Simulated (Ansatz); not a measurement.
**CCl4 (singlet): from Hartree-Fock to the top rungs, 6-31G**

How much of the correlation energy of CCl4 (singlet) does each wave-function method recover here?

Program: Ansatz 0.2.0, Gaussian basis. Level of theory: 6-31G, core rule «outside noble gas», up to 21 orbitals frozen. These are calculated values, not measurements.

The runs, in order: UHF; CCSD(T) on RHF; BCCD(T) on RHF; CISD; CCSDT(Q) on RHF; CASSCF and MRCISD+Q, 8 electrons in 8 orbitals; CASSCF and MRCISD+Q(relaxed), 8 electrons in 8 orbitals; CASSCF and NEVPT2, 8 electrons in 8 orbitals.

17 further runs of the same task are left out: 17 set aside as unsound or not needed.

## 1. The system

The geometry is an MP2(full)/6-31G* stationary point (not a proven minimum).

5 atoms, charge 0, spin multiplicity 1.

Atoms are counted from 1 here; the program's logs count them from 0.

Bond lengths: C1–Cl2 1.769 Å, C1–Cl3 1.769 Å, C1–Cl4 1.769 Å, C1–Cl5 1.769 Å. Angles: Cl2–C1–Cl3 109.5°, Cl2–C1–Cl4 109.5°, Cl2–C1–Cl5 109.5°, Cl3–C1–Cl4 109.5°, Cl3–C1–Cl5 109.5°, Cl4–C1–Cl5 109.5°.

## 2. UHF

in.yaml

```yaml
crystal:
  periodic: [false, false, false]
  atoms:
    - {symbol: C, position_ang: [0.000000, 0.000000, 0.000000]}
    - {symbol: Cl, position_ang: [1.021340, 1.021340, 1.021340]}
    - {symbol: Cl, position_ang: [-1.021340, -1.021340, 1.021340]}
    - {symbol: Cl, position_ang: [-1.021340, 1.021340, -1.021340]}
    - {symbol: Cl, position_ang: [1.021340, -1.021340, -1.021340]}
basis:
  gaussian: {orbitals: 6-31G}
magnetization: {spin_polarized: true, initial_magnetization: 0}
hamiltonian: {xc: hf}
output: {orbitals: {seedname: orbitals}}
```

The run is started by

```bash
$ ansatz run in.yaml --threads 1 --pin off --events-out ev --progress --plain --max-ram 3956MiB --backend cpu
```

Further steps of the session: CCSD(T) on RHF; BCCD(T) on RHF; CISD; CCSDT(Q) on RHF; CASSCF and MRCISD+Q, 8 electrons in 8 orbitals; CASSCF and MRCISD+Q(relaxed), 8 electrons in 8 orbitals; CASSCF and NEVPT2, 8 electrons in 8 orbitals.

Q: Predict the results of all the runs planned. Wanted: RCCSDT(Q) below the RHF energy; RMP2 from RCCSDT(Q); RCCSD from RCCSDT(Q); RCCSD(T) from RCCSDT(Q); NEVPT2 frontier from RCCSDT(Q); MRCISD+Q frontier from RCCSDT(Q); MRCISD+Q(relaxed) frontier from RCCSDT(Q); T1 diagnostic.

**Answer**, as computed:

```
                                 quantity                      value
           RCCSDT(Q) below the RHF energy                 -8.2621 eV
                      RMP2 from RCCSDT(Q)                 +929.6 meV
                     RCCSD from RCCSDT(Q)                 +260.1 meV
                  RCCSD(T) from RCCSDT(Q)                  +29.0 meV
           NEVPT2 frontier from RCCSDT(Q)                 +819.3 meV
         MRCISD+Q frontier from RCCSDT(Q)                 +112.8 meV
MRCISD+Q(relaxed) frontier from RCCSDT(Q)                  +99.8 meV
        levels within 1 kcal/mol (43 meV)  RCCSD(T), BCCD(T), RCCSDT
                            T1 diagnostic                      0.009
```

What this shows: RCCSD(T) lands +29.0 meV from the yardstick (0.4 % of the correlation energy). Of the multireference levels listed MRCISD+Q(relaxed) frontier comes nearest in total energy (+99.8 meV), which doesn't show that its space is the better one. These misses are within one basis, not against nature.
